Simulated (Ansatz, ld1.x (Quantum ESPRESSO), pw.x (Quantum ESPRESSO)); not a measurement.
# From atom to crystal: TM potential for Ca

```json
{"Element": "Ca", "Generator": "ld1.x (Quantum ESPRESSO) 7.5", "Type": "norm-conserving Troullier–Martins (Kleinman–Bylander form)", "Functional": "LDA (PW92)", "Relativity": "scalar-relativistic", "Frozen core": "[Ar]", "Valence charge": "2", "Reference configuration": "3d0 4s2 4p0", "Partial waves": "4s (bound): rc 2.75 bohr; 4p (bound, empty): rc 3.70 bohr; 3d (bound, empty): rc 2.00 bohr; 4f channel at -0.1 Ry: rc 2.85 bohr", "Local potential": "all-electron potential smoothed inside 2.85 bohr (lloc = -1)", "Core correction": "Bessel-smoothed model core, default radius (core density twice the valence density)"}
```

Crystal test: bcc Ca in pw.x 7.5, no spin, 11³ k-points, Fermi–Dirac smearing 0.01 Ry, cutoffs 50/200 Ry. The reference is all-electron LAPW (Ansatz 0.2.0) with the same functional, mesh and smearing; V0 and B0 come from Birch–Murnaghan fits to the pressures at five volumes. Errors are pseudo minus all-electron; Δ is the rms difference of the E(V) curves that follow from these fits, minima aligned, over ±6 % about the mean V0. Mesh and smearing are coarse, so the numbers serve the comparison and aren't converged zero-temperature values; the lattice is a test structure that the element need not adopt.

```json
{"V (Å³/atom)": "36.022", "P all-electron (GPa)": "1.04", "P pseudo (GPa)": "0.76"}
{"V (Å³/atom)": "36.970", "P all-electron (GPa)": "0.49", "P pseudo (GPa)": "0.20"}
{"V (Å³/atom)": "37.918", "P all-electron (GPa)": "-0.01", "P pseudo (GPa)": "-0.30"}
{"V (Å³/atom)": "38.866", "P all-electron (GPa)": "-0.46", "P pseudo (GPa)": "-0.76"}
{"V (Å³/atom)": "39.814", "P all-electron (GPa)": "-0.86", "P pseudo (GPa)": "-1.16"}
```

All-electron: a0 = 4.232 Å (V0 = 37.90 Å³/atom), B0 = 18.9 GPa.

Pseudopotential: mean pressure error (GPa): -0.29; a0 (Å): 4.211; a0 error (%): -0.50; B0 error (%): +6.4; Δ (meV/atom): 2.4. The largest radius (3.70 bohr) exceeds half the bond length (3.46 bohr), so the spheres overlap, which is one possible source of error among others. This is a poor potential for the solid. The logarithmic derivative shows an extra or strongly shifted pseudo pole above the reference energy (s near 0.87 Ry).

**Question.** At the middle volume, how do free energy and pressure move when the wave cutoff is lowered (ecutrho kept at four times it)?

**Answer.**

| cutoff (Ry) | shift of F (meV/atom) | shift of P (GPa) |
| --- | --- | --- |
| 22 | +376.1 | +0.32 |
| 30 | +143.4 | -1.09 |
| 40 | +19.1 | -0.38 |

The run at the middle volume (56 k-points, 6 iterations) took about 5.2 s on one core of a shared host (Neoverse-V1, 32 threads, 247 GiB, load 41).
